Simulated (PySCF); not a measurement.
C₄H₈NO (doublet state).
Cartesian coordinates in Å at the GFN2-xTB level; atoms count from 1:
```xyz
14
C4H8NO angstrom
C     -2.055    0.557    0.519
C     -1.042   -0.455   -0.014
C      0.355   -0.073    0.251
C      1.391   -0.372   -0.693
N      2.659   -0.006   -0.311
O      1.198   -0.940   -1.764
H     -1.911    1.522    0.041
H     -3.067    0.218    0.312
H     -1.945    0.683    1.594
H     -1.160   -0.613   -1.089
H     -1.240   -1.426    0.465
H      0.598    0.428    1.175
H      3.398   -0.119   -0.984
H      2.821    0.595    0.477
```

The hyperfine couplings belong to this conformer and change with its torsions.

As a line formula: `CC[CH]C(N)=O` [radical].

Method used: UKS B3LYP, pcH-1 on C H N O, non-relativistic, mean-field spin-orbit, GIAO in PySCF. Isolated species at its GFN2-xTB geometry (one conformer only). A GFN2-xTB geometry isn't a minimum of the functional, and hyperfine couplings can be far from their values at a DFT geometry. The SCF solution wasn't tested for stability.

Task: Match the computed a_iso(13C) values +72.7, -36.9, -28.4, +26.0 MHz with the sites C1; C2; C3; C4.

Result: 
```json
{"site": "C1", "a_iso (MHz)": "+26.0", "ρ(0) (bohr⁻³)": "+0.0231", "position": "2 bonds from C3", "distance from C3 (Å)": "2.50", "spin population": "+0.02", "largest |T| (MHz)": "4.7"}
{"site": "C2", "a_iso (MHz)": "-28.4", "ρ(0) (bohr⁻³)": "-0.0252", "position": "1 bond from C3", "distance from C3 (Å)": "1.47", "spin population": "-0.07", "largest |T| (MHz)": "2.7"}
{"site": "C3", "a_iso (MHz)": "+72.7", "ρ(0) (bohr⁻³)": "+0.0647", "position": "largest spin population", "distance from C3 (Å)": "0.00", "spin population": "+0.91", "largest |T| (MHz)": "140.9"}
{"site": "C4", "a_iso (MHz)": "-36.9", "ρ(0) (bohr⁻³)": "-0.0328", "position": "1 bond from C3", "distance from C3 (Å)": "1.43", "spin population": "-0.07", "largest |T| (MHz)": "6.3"}
```

ρ(0) is the spin density at the nucleus and T the dipolar tensor; entries for several nuclei are means. Largest spin populations (Mulliken): C3 (+0.91), O6 (+0.15), C4 (-0.07) and C2 (-0.07). The positive populations add up to 1.19 and the negative ones to -0.19, together 2S = 1. The angles at C3 add up to 360.0°, so it is planar; its axial dipolar tensor and the negative coupling of its proton fit spin in a p orbital normal to that plane.

Examples of negative spin density at the nucleus (bohr⁻³): C4 (-0.0328), C2 (-0.0252) and H12 (-0.0122).

Class means assume fast exchange of nuclei equivalent by connectivity; if that motion is slow, each nucleus keeps its own coupling. H13 and H14 aren't averaged: N5 is flat or nearly so (angle sum 358°), and its turn about the short N5–C4 bond (1.37 Å) is taken as slow. The three 1H nuclei of mean -0.1 MHz run from -2.1 to 2.9 MHz in the frozen geometry. The 1H value of +83.6 MHz is a mean of couplings from 27.3 to 139.9 MHz in this one geometry, not an average over conformers.
